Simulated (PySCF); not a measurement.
# HF/ANO-RCC-VDZP (sfX2C) run of CH3ClSi (SMILES C[Si]Cl)

What is the vertical ionisation energy of CH3ClSi at HF/ANO-RCC-VDZP (sfX2C)? 

Program for the calculation: PySCF 2.14.0.

## 1. Starting point

CH3ClSi has 6 atoms, charge 0, and is taken as a singlet. SMILES: `C[Si]Cl`. The shape is that of a PBE0-D4/def2-TZVP optimisation.

Bond lengths: C1–Si2 1.887 Å, Si2–Cl3 2.093 Å, C1–H4 1.096 Å, C1–H5 1.093 Å, C1–H6 1.096 Å. Angles: C1–Si2–Cl3 98.3°, Si2–C1–H4 110.2°, Si2–C1–H5 111.6°, Si2–C1–H6 110.2°, H4–C1–H5 109.0°, H4–C1–H6 106.7°, H5–C1–H6 109.0°.

## 2. The energy at HF/ANO-RCC-VDZP (sfX2C)

start.xyz

```xyz
6

C     -0.420900     0.376200    -0.177100
Si     0.228200    -0.642100     1.273100
Cl     1.857700    -1.533900     0.308500
H      0.353800     1.065800    -0.531400
H     -1.308700     0.949900     0.100100
H     -0.668100    -0.280000    -1.019400
```

calc.py

```python
# C[Si]Cl
from pyscf import gto, scf

mol = gto.M(
    atom='start.xyz',
    basis='ano-rcc-vdzp',
    max_memory=1860,
    verbose=3,
)

calc0 = scf.RHF(mol)
calc0 = calc0.x2c()
calc0.conv_tol = 1e-10
calc0.kernel()
if not calc0.converged:
    calc0 = calc0.newton().run(calc0.mo_coeff, calc0.mo_occ)

e_tot = calc0.e_tot
print('E = %.10f Eh' % e_tot)
```

Started as:

```sh
OMP_NUM_THREADS=1 python calc.py
```

The program printed:

```text
converged SCF energy = -790.128517962683
E = -790.1285179627 Eh
```

Run time: 6 s. Hardware: 1 thread of Arm Neoverse V2, shared host; peak memory 0.16 GiB.

## 3. The doublet cation

input.py

```python
from pyscf import gto

mol = gto.Mole()
mol.atom = '''
C     -0.795386     0.710915    -0.334670
Si     0.431236    -1.213393     2.405810
Cl     3.510544    -2.898651     0.582981
H      0.668585     2.014070    -1.004200
H     -2.473085     1.795051     0.189162
H     -1.262526    -0.529123    -1.926387
'''
mol.spin = 1
mol.unit = 'bohr'
mol.charge = 1
mol.verbose = 4
mol.max_memory = 1860
mol.basis = 'ano-rcc-vdzp'
mol.build()

mf = mol.UHF()
mf = mf.x2c()
mf.conv_tol = 1e-10
mf.kernel()
if not mf.converged:
    mf = mf.newton().run(mf.mo_coeff, mf.mo_occ)

e_final = mf.e_tot
print('E = %.10f Eh' % e_final)
```

Started as:

```sh
OMP_NUM_THREADS=1 python input.py
```

The program printed:

```text
PySCF version 2.14.0

[INPUT] num. atoms = 6
[INPUT] num. electrons = 39
[INPUT] charge = 1
[INPUT] spin (= nelec alpha-beta = 2S) = 1
[INPUT] symmetry False subgroup None
[INPUT] Mole.unit = bohr
[INPUT] Symbol           X                Y                Z      unit          X                Y                Z       unit  Magmom
[INPUT]  1 C     -0.420900145085   0.376200016901  -0.177099737179 AA   -0.795386000000   0.710915000000  -0.334670000000 Bohr   0.0
[INPUT]  2 Si     0.228200263728  -0.642099923490   1.273099825803 AA    0.431236000000  -1.213393000000   2.405810000000 Bohr   0.0
[INPUT]  3 Cl     1.857699882732  -1.533900051610   0.308500259599 AA    3.510544000000  -2.898651000000   0.582981000000 Bohr   0.0
[INPUT]  4 H      0.353799945563   1.065799945198  -0.531399755206 AA    0.668585000000   2.014070000000  -1.004200000000 Bohr   0.0
[INPUT]  5 H     -1.308700222668   0.949900081639   0.100100219572 AA   -2.473085000000   1.795051000000   0.189162000000 Bohr   0.0
[INPUT]  6 H     -0.668099987394  -0.279999833374  -1.019400099813 AA   -1.262526000000  -0.529123000000  -1.926387000000 Bohr   0.0

nuclear repulsion = 128.153247917025
number of shells = 15
number of NR pGTOs = 277
number of NR cGTOs = 65
basis = ano-rcc-vdzp
ecp = {}

******** <class 'pyscf.x2c.sfx2c1e.sfX2C1eUHF'> ********
method = sfX2C1eUHF
initial guess = minao
damping factor = 0
level_shift factor = 0
DIIS = <class 'pyscf.scf.diis.CDIIS'>
diis_start_cycle = 1
diis_space = 8
diis_damp = 0
SCF conv_tol = 1e-10
SCF conv_tol_grad = None
SCF max_cycles = 50
direct_scf = True
direct_scf_tol = 1e-13
number electrons alpha = 20  beta = 19

******** <class 'pyscf.x2c.sfx2c1e.SpinFreeX2CHelper'> ********
approx = 1e
xuncontract = 1
Set gradient conv threshold to 1e-05
init E= -790.205412521914
[... the frontier-level lines of each cycle are left out ...]

cycle= 1 E= -789.730971708291  delta_E= 0.474  |g|= 0.313  |ddm|= 2.17
cycle= 2 E= -789.809966391551  delta_E= -0.079  |g|= 0.156  |ddm|= 0.708
cycle= 3 E= -789.827156100083  delta_E= -0.0172  |g|= 0.0389  |ddm|= 0.194
cycle= 4 E= -789.829569707612  delta_E= -0.00241  |g|= 0.0135  |ddm|= 0.108
cycle= 5 E= -789.829992886612  delta_E= -0.000423  |g|= 0.00597  |ddm|= 0.0451
cycle= 6 E= -789.83010792181  delta_E= -0.000115  |g|= 0.00309  |ddm|= 0.0242
cycle= 7 E= -789.830149897563  delta_E= -4.2e-05  |g|= 0.00169  |ddm|= 0.0164
cycle= 8 E= -789.830164905904  delta_E= -1.5e-05  |g|= 0.000737  |ddm|= 0.0129
cycle= 9 E= -789.83016727763  delta_E= -2.37e-06  |g|= 0.000301  |ddm|= 0.00577
cycle= 10 E= -789.830167530892  delta_E= -2.53e-07  |g|= 0.000157  |ddm|= 0.00131
cycle= 11 E= -789.830167609333  delta_E= -7.84e-08  |g|= 7.07e-05  |ddm|= 0.00079
cycle= 12 E= -789.830167626262  delta_E= -1.69e-08  |g|= 3.27e-05  |ddm|= 0.000335
cycle= 13 E= -789.830167629912  delta_E= -3.65e-09  |g|= 1.42e-05  |ddm|= 0.000168
cycle= 14 E= -789.830167630563  delta_E= -6.51e-10  |g|= 7.63e-06  |ddm|= 6.07e-05
cycle= 15 E= -789.830167630764  delta_E= -2.01e-10  |g|= 3.66e-06  |ddm|= 3.81e-05
cycle= 16 E= -789.830167630805  delta_E= -4.09e-11  |g|= 1.57e-06  |ddm|= 1.8e-05
Extra cycle  E= -789.830167630809  delta_E= -3.87e-12  |g|= 1.04e-06  |ddm|= 3.11e-06
converged SCF energy = -789.830167630809  <S^2> = 0.76913754  2S+1 = 2.0190468
E = -789.8301676308 Eh
```

Run time: 6.3 s. Hardware: 1 thread of Arm Neoverse V2, shared host; peak memory 0.17 GiB.

## 4. Summary of results

At HF/ANO-RCC-VDZP (sfX2C):

| quantity | value |
| --- | --- |
| singlet CH3ClSi: total energy | -790.12852 Eh |
| singlet CH3ClSi: dipole moment | 2.10 D |
| singlet CH3ClSi: HOMO energy | -9.16 eV |
| singlet CH3ClSi: LUMO energy | 0.71 eV |
| singlet CH3ClSi: HOMO–LUMO gap | 9.87 eV |
| doublet cation: total energy | -789.83017 Eh |
| doublet cation: HOMO energy (highest over α and β) | -17.45 eV |
| doublet cation: LUMO energy (lowest over α and β) | -7.15 eV |
| doublet cation: ⟨S²⟩ | 0.769 |
| vertical ionisation energy (to the doublet cation) | 8.119 eV |

What this shows: The vertical ionisation energy comes to 8.12 eV (783 kJ/mol). −ε(HOMO) before ionisation, 9.16 eV, is 1.04 eV above this ionisation energy. Mulliken charges (doublet cation) run from -0.10 on Cl3 to +0.95 on Si2.
